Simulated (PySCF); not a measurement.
Isomers of [C5H9O]+ (charge +1), one GFN2-xTB conformer each. Single-point energies are computed at PBE0/pcSseg-1 (PySCF, gas phase, no added dispersion term), electronic only.

**Question.** Rank them by PBE0/pcSseg-1 energy, lowest first (kcal/mol).
A. `[CH3:1][CH:2]([CH3:3])[CH2:4][C:5]#[O+:6]` (charge +1) with C1–C2–C4–C5 -70°
B. `[CH3:1][CH2:2][CH2:3][CH2:4][C:5]#[O+:6]` (charge +1) with C1–C2–C3–C4 -61°, C2–C3–C4–C5 -79°

**Answer.** A (0.0), B (2.8).

Neighbours under 5.0 kcal/mol apart (CC(C)CC#[O+] and CCCCC#[O+]) can change places with a better method, another conformer or zero-point energy. GFN2-xTB itself gives, in the same order: 0.0, 3.3. Both levels put the same isomer lowest.

**Question.** Which frontier levels and rotational constants go with these structures?

**Answer.** 
```tsv
SMILES	HOMO (eV, PBE0/pcSseg-1)	LUMO (eV)	A, B, C (MHz)
CC(C)CC#[O+]	-14.61	-7.58	7113, 2109, 1778
CCCCC#[O+]	-14.07	-7.65	7048, 1877, 1802
```

**Question.** As an exercise, what shares would exp(−E/RT) give at 1000 K from these electronic energies alone (no entropy, no degeneracies)?

**Answer.** RT = 1.987 kcal/mol: CC(C)CC#[O+] 80.6 %, CCCCC#[O+] 19.4 %.
